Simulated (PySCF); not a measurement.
The first ionisation energy along the halogens

Calculated with PySCF 2.14 from differences of total energies of unrestricted determinants, without spin-orbit coupling. Values in eV. The last column holds reference values (NIST; (s) semi-empirical, (t) theoretical, else measured). Unmarked ones compare directly (S terms, centres of terms, or small fine structure); those marked * lie between the lowest fine-structure levels and include a spin-orbit shift.

| element | configurations | UHF | MP2 (valence) | SCS-MP2 (valence) | reference |
| --- | --- | --- | --- | --- | --- |
| F (x2c-TZVPall, spin-free X2C) | [He] 2s2 2p5 → [He] 2s2 2p4 | 15.641 | 17.195 | 17.180 | 17.427 |
| Cl (x2c-TZVPall, spin-free X2C) | [Ne] 3s2 3p5 → [Ne] 3s2 3p4 | 11.760 | 12.698 | 12.694 | 12.974 |
| Br (x2c-TZVPall, spin-free X2C) | [Ar] 3d10 4s2 4p5 → [Ar] 3d10 4s2 4p4 | 10.722 | 11.539 | 11.537 | 11.844 |
| I (x2c-TZVPall, spin-free X2C) | [Kr] 4d10 5s2 5p5 → [Kr] 4d10 5s2 5p4 | 9.587 | 10.268 | 10.265 | 10.519 |

```
           method  elements  mean error (eV)  mean absolute error (eV)  largest error (eV)
              UHF         4           -1.263                     1.263              -1.786
    MP2 (valence)         4           -0.266                     0.266              -0.305
SCS-MP2 (valence)         4           -0.272                     0.272              -0.307
```

Errors include the incompleteness of the basis and the frozen core.

"Valence" correlates the outer s and p shells and, in groups 3 to 12 and the f block, the outer d or f shell, open or full, or the next shell where the ion has no valence electron left; the wider scheme adds the next inner shell.
